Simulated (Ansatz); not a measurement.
A calculation with Ansatz (development build ahead of 0.2.0).

```yaml
crystal:
  periodic: [false, false, false]
  atoms:
    - { symbol: P, position_ang: [0.0, 0.0, 2.9685] }
    - { symbol: B, position_ang: [0.0, 0.0, 0.0] }
    - { symbol: Si, position_ang: [2.9274, 0.0, -0.7844] }
basis:
  gaussian: { orbitals: STO-3G }
magnetization:
  initial_magnetization: 2
hamiltonian:
  xc: hf
```

The input is written out in the form of the current development build from the run's settings.

Results

```yaml
Converged: yes
Total_energy: -646.32946 hartree
Spin_squared_of_the_determinant: 2.000
Stability_test: minimum among restricted orbitals
```

Caution: stretched shape with no unrestricted run beside it, a lower state can exist; other spin multiplicities may lie lower.
